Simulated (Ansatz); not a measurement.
B3LYP has the VWN-RPA correlation part, as in Gaussian. 

Species: C20 fullerene with 30 fused pentagon pairs (ring spiral 1 2 3 4 5 6 7 8 9 10 11 12) `C12=C3C4=C5C6=C3C3=C1C1=C7C2=C4C2=C7C4=C1C3=C6C4=C52` (charge 0, multiplicity 1).

Task: Give the dipole moment, HOMO–LUMO gap, LUMO, HOMO and vertical ionisation energy (Delta-SCF) at the level B3LYP-D3(BJ)/def2-SVP // GFN2-xTB (Ansatz, a program for electronic structure).

Result: 
```
Property                                    Value
--------------------------------------  ---------
dipole moment                           0.000 e·Å
HOMO–LUMO gap                             1.67 eV
LUMO                                     -3.52 eV
HOMO                                     -5.19 eV
vertical ionisation energy (Delta-SCF)    6.96 eV
```
